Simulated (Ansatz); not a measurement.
## Worked example: SiH3F + SiN2H6 → SiH2(SiH3)F + N2H4

Gas-phase species: SiH3F `F[SiH3]`, singlet; SiN2H6 `NN[SiH3]`, singlet; SiH2(SiH3)F, singlet; N2H4 `NN`, singlet. The partners trade H for SiH3: Si–H and N–SiH3 bonds give way to Si–SiH3 and N–H.

Shapes, held fixed at every level: PBE0-D4/def2-TZVP. Flexible molecules stand in one conformer, not always the lowest. Programs: Ansatz 0.2.0. The zero-point and thermal change to 298 K, harmonic and unscaled (PBE0-D4/def2-TZVP), is +7.4 kJ/mol.

At CCSD(T)/CBS estimate; 1 Eh = 2625.50 kJ/mol:

```
    species  energy (Eh)
      SiH3F  -390.723454
     SiN2H6  -402.059453
SiH2(SiH3)F  -681.000670
       N2H4  -111.764707
```

Problem. Work out ΔH(298 K) of the reaction at this level.

Solution. 
1. Products less reactants: (-681.000670) + (-111.764707) − [(-390.723454) + (-402.059453)] = 0.017530 Eh = +46.0 kJ/mol.
2. With the thermal change: +46.0 + (+7.4) = +53.4 kJ/mol.

Other levels give +40.9 (PBE0-D4/def2-TZVPP) to +63.8 kJ/mol (MP2/def2-TZVPP). No measured value is set beside it here. The CBS estimate extrapolates MP2 from def2-TZVPP and def2-QZVPP and adds CCSD(T) − MP2 in the triple-zeta set, cores frozen.
